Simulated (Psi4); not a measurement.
# SiH4S (SMILES [SiH3]S): DSD-PBEP86/aug-cc-pVDZ (density fitting for correlation)

What is the energy change on altering one bond length of SiH4S at DSD-PBEP86/aug-cc-pVDZ (density fitting for correlation)? 

Program for the calculation: Psi4 1.11.

3 further runs of the same task are left out: 3 set aside as unsound or not needed.

## (1) The structure to begin with

SiH4S has 6 atoms, charge 0, and is taken as a singlet. As SMILES, `[SiH3]S`. Geometry: relaxed at PBE0-D4/def2-TZVP.

Bond lengths: Si1–S2 2.137 Å, Si1–H3 1.485 Å, Si1–H4 1.482 Å, Si1–H5 1.485 Å, S2–H6 1.344 Å. Angles: Si1–S2–H6 94.7°, S2–Si1–H3 111.6°, S2–Si1–H4 104.8°, S2–Si1–H5 111.6°, H3–Si1–H4 110.0°, H3–Si1–H5 108.8°, H4–Si1–H5 110.0°.

## (2) A single-point energy at DSD-PBEP86/aug-cc-pVDZ (density fitting for correlation)

File h4ssi_ase.py:

```python
import numpy as np
from ase.calculators.psi4 import Psi4
from ase import Atoms

a = Atoms(['Si', 'S', 'H', 'H', 'H', 'H'], positions=[
    [-0.169800, -0.263400, -0.436000],
    [0.907300, -0.012600, 1.392800],
    [-1.629800, -0.074300, -0.241600],
    [0.108600, -1.658300, -0.852500],
    [0.299800, 0.681200, -1.481100],
    [0.526100, 1.263300, 1.572300],
])
calc = Psi4(atoms=a, method='dsd-pbep86', basis='aug-cc-pVDZ', memory='1600MB', num_threads=1, charge=0, multiplicity=1, label='calc')
calc.psi4.set_options({'puream': True, 'e_convergence': 1e-09, 'd_convergence': 1e-08, 'scf_type': 'pk', 'dft_radial_points': 99, 'dft_spherical_points': 590, 'num_frozen_docc': 10})
a.calc = calc

print(f'energy: {a.get_potential_energy():.6f} eV')
```

Run with:

```
$ python h4ssi_ase.py
```

calc.dat:

```text
[...]
  Running in c1 symmetry.
[...]
  Nuclear repulsion =   89.238634659737230
[...]
  Multiplicity = 1
[...]
  Nalpha       = 17
  Nbeta        = 17
[...]
    Number of basis functions: 90
[...]
   @RKS iter   1:  -689.31491535464386   -3.60536e-01   2.16925e-03 DIIS/ADIIS
[...]
   @RKS iter  10:  -689.34719093244132   -8.75389e-12   4.06283e-09 DIIS
[...]
    Orbital Energies [Eh]
    ---------------------
    Doubly Occupied:
       1A    -90.880703     2A    -67.883377     3A     -8.612762
       4A     -6.388152     5A     -6.386383     6A     -6.383151
       7A     -5.867190     8A     -4.058004     9A     -4.056730
      10A     -4.056448    11A     -0.901178    12A     -0.663677
      13A     -0.516817    14A     -0.460190    15A     -0.445382
      16A     -0.416093    17A     -0.343945
[...]
  @RKS Final Energy:  -689.34719093244132
   => Energetics <=
    Nuclear Repulsion Energy =             89.2386346597372295
    One-Electron Energy =               -1130.8514028658187272
    Two-Electron Energy =                 365.9080965657121851
    DFT Exchange-Correlation Energy =     -13.6425192920720484
    Empirical Dispersion Energy =           0.0000000000000000
    VV10 Nonlocal Energy =                  0.0000000000000000
    Total Energy =                       -689.3471909324413218
[...]
 Multipole Moments:
 ------------------------------------------------------------------------------------
     Multipole            Electronic (a.u.)      Nuclear  (a.u.)        Total (a.u.)
 ------------------------------------------------------------------------------------
 L = 1.  Multiply by 2.5417464519 to convert [e a0] to [Debye]
 Dipole X            :          1.7564118           -2.0300002           -0.2735884
 Dipole Y            :         -0.3684756            0.6412655            0.2727899
 Dipole Z            :          2.5116541           -2.7723104           -0.2606564
 Magnitude           :                                                    0.4660544
[...]
```

The script printed:

```text
energy: -18761.878425 eV
```

It took 27 s on 1 thread of Intel Xeon Platinum 8175M at 2.50GHz (Skylake/Cascade Lake), shared host; peak memory 0.9 GiB.

## (3) The distorted shape, same level

File run.py:

```python
import psi4

psi4.set_memory(1600000000)
psi4.set_num_threads(1)
psi4.core.set_output_file('h4ssi.out', False)

molecule = psi4.geometry("""
0 1
Si     0.25540971    -2.42661810    -1.09528337
S      2.29083372    -1.95267479     2.36064776
H     -2.50359043    -2.06927089    -0.72792061
H      0.78150947    -5.06259707    -1.88235430
H      1.14282510    -0.64158281    -3.07023614
H      0.99418491     2.38729101     2.97121639
units bohr
symmetry c1
""")

psi4.set_options({
    'basis': 'aug-cc-pVDZ',
    'reference': 'rks',
    'puream': True,
    'e_convergence': 1e-09,
    'd_convergence': 1e-08,
    'scf_type': 'pk',
    'dft_radial_points': 99,
    'dft_spherical_points': 590,
    'num_frozen_docc': 10,
})

energy_value, wavefunction = psi4.energy('DSD-PBEP86', molecule=molecule, return_wfn=True)
print(f'total energy {energy_value:.8f} hartree = {energy_value * 27.211386:.5f} eV')
```

Run with:

```
$ python run.py
```

h4ssi.out:

```text
[...]
  Running in c1 symmetry.
[...]
  Nuclear repulsion =   85.743820684023177
[...]
  Multiplicity = 1
[...]
  Nalpha       = 17
  Nbeta        = 17
[...]
    Number of basis functions: 90
[...]
   @RKS iter   1:  -689.07672212743194   -4.48039e-01   3.29258e-03 ADIIS/DIIS
[...]
   @RKS iter  12:  -689.20086230598019   -5.11591e-12   2.42063e-09 DIIS
[...]
    Orbital Energies [Eh]
    ---------------------
    Doubly Occupied:
       1A    -90.918826     2A    -67.885401     3A     -8.643295
       4A     -6.419222     5A     -6.416139     6A     -6.412546
       7A     -5.869099     8A     -4.059989     9A     -4.058634
      10A     -4.058282    11A     -0.865356    12A     -0.653345
      13A     -0.466361    14A     -0.460153    15A     -0.426511
      16A     -0.365825    17A     -0.347556
[...]
  @RKS Final Energy:  -689.20086230598019
   => Energetics <=
    Nuclear Repulsion Energy =             85.7438206840231771
    One-Electron Energy =               -1123.5918141677648237
    Two-Electron Energy =                 362.2386497828273377
    DFT Exchange-Correlation Energy =     -13.5915186050658523
    Empirical Dispersion Energy =           0.0000000000000000
    VV10 Nonlocal Energy =                  0.0000000000000000
    Total Energy =                       -689.2008623059801948
[...]
 Multipole Moments:
 ------------------------------------------------------------------------------------
     Multipole            Electronic (a.u.)      Nuclear  (a.u.)        Total (a.u.)
 ------------------------------------------------------------------------------------
 L = 1.  Multiply by 2.5417464519 to convert [e a0] to [Debye]
 Dipole X            :          2.0268049           -2.2976432           -0.2708384
 Dipole Y            :         -1.3678888            1.5370842            0.1691955
 Dipole Z            :          2.3269824           -2.6462819           -0.3192996
 Magnitude           :                                                    0.4515891
[...]
```

On the terminal:

```text
total energy -689.35584539 hartree = -18758.32800 eV
```

Run time: 30 s. Hardware: 1 thread of Intel Xeon Platinum 8175M at 2.50GHz (Skylake/Cascade Lake), shared host; peak memory 0.86 GiB.

## (4) Results

Level: DSD-PBEP86/aug-cc-pVDZ (density fitting for correlation), 10 core orbitals frozen.

```
                                                         quantity          value
                                        first shape: total energy  -689.48632 Eh
                   first shape: HOMO energy (SCF part's orbitals)       -9.36 eV
                   first shape: LUMO energy (SCF part's orbitals)        0.56 eV
                 first shape: HOMO–LUMO gap (SCF part's orbitals)        9.92 eV
                                    distorted shape: total energy  -689.35585 Eh
               distorted shape: HOMO energy (SCF part's orbitals)       -9.46 eV
               distorted shape: LUMO energy (SCF part's orbitals)       -2.71 eV
             distorted shape: HOMO–LUMO gap (SCF part's orbitals)        6.75 eV
energy change with the S2–H6 bond stretched from 1.344 to 2.419 Å       3.550 eV
```

What this shows: With the S2–H6 bond stretched from 1.344 to 2.419 Å the energy rises by 3.55 eV (82 kcal/mol). The first shape isn't relaxed at this level, so the change isn't measured from a minimum. A restricted reference can't describe the breaking bond well at this length.
